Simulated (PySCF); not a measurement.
## TDDFT excited states: CH5BO

Species: CH₅BO.
Numbering: `[BH2:1][O:2][CH3:3]` (hydrogens: H4, H5 on B1; H6, H7, H8 on C3)

Structure used (PBE0-D3(BJ)/def2-SVP), in Å, numbered top down from 1:
```xyz
8
CH5BO angstrom
B      1.3253   -0.1483    0.2594
O      0.1607    0.4341    0.5692
C     -1.0383    0.1754   -0.1159
H      1.3847   -0.9531   -0.6503
H      2.2873    0.1651    0.9204
H     -1.3987    1.1046   -0.5833
H     -0.9038   -0.5929   -0.8953
H     -1.7991   -0.1660    0.6022
```

The calculation used TDDFT wB97X-D/def2-SVPD, vertical, gas phase, core orbitals frozen in the response in PySCF.

```
state  E (eV)  λ (nm)       f  main configurations (H = HOMO, L = LUMO)
   S1    6.43   192.7  0.0001                                 H→L (97%)
   S2    8.35   148.5   0.061                  H-2→L (62%), H-1→L (32%)
   S3    8.36   148.2   0.118                  H-1→L (61%), H-2→L (32%)
   S4    8.52   145.4   0.042                               H→L+1 (89%)
   S5    9.11   136.1  0.0057               H-1→L+1 (80%), H-1→L+2 (9%)
   S6    9.37   132.3   0.038   H→L+2 (46%), H→L+3 (35%), H-2→L+1 (12%)
   S7    9.72   127.5   0.029   H→L+3 (49%), H→L+2 (25%), H-2→L+1 (10%)
   S8   10.01   123.8   0.022              H-1→L+2 (43%), H-1→L+3 (41%)
   S9   10.14   122.3   0.064   H-2→L+1 (46%), H→L+2 (17%), H→L+4 (17%)
  S10   10.28   120.6   0.112                               H-3→L (84%)
```

Triplets, Tamm–Dancoff:

```json
{"state": "T1", "E (eV)": "5.93", "λ (nm)": "209.0", "main configurations (H = HOMO, L = LUMO)": "H→L (94%)"}
{"state": "T2", "E (eV)": "6.87", "λ (nm)": "180.6", "main configurations (H = HOMO, L = LUMO)": "H-1→L (91%)"}
{"state": "T3", "E (eV)": "7.98", "λ (nm)": "155.5", "main configurations (H = HOMO, L = LUMO)": "H-2→L (84%)"}
{"state": "T4", "E (eV)": "8.40", "λ (nm)": "147.6", "main configurations (H = HOMO, L = LUMO)": "H→L+1 (89%)"}
```

The lowest singlet lies at 6.43 eV (193 nm, vacuum ultraviolet) and is dark (f under 0.0005); its leading configuration is HOMO→LUMO (97%). The most intense listed level is S3 at 8.36 eV (148 nm, f = 0.118), 1.93 eV above S1. Löwdin shares by element: HOMO oxygen 33%, hydrogen 32% or more, boron 28%; LUMO boron 47%, oxygen 26%, hydrogen 24% or more. The oscillator strengths of these states sum to 0.490; summed over the whole spectrum of an exact calculation they would give the number of electrons, 24 (Thomas–Reiche–Kuhn). Of the 10 states listed, 8 reach f = 0.01 and 1 stays under 0.0005. Weighted by f, the mean energy of these states is 9.28 eV. The vertical ionisation energy (ΔSCF) is 11.25 eV, 0.97 eV above S10. Singlets were solved by full linear response, triplets in the Tamm–Dancoff approximation.

The run took 18 s (with the writing of density and orbital grids) on an Arm Neoverse V1 with one thread, no GPU (shared host).

One conformer stands for the species.
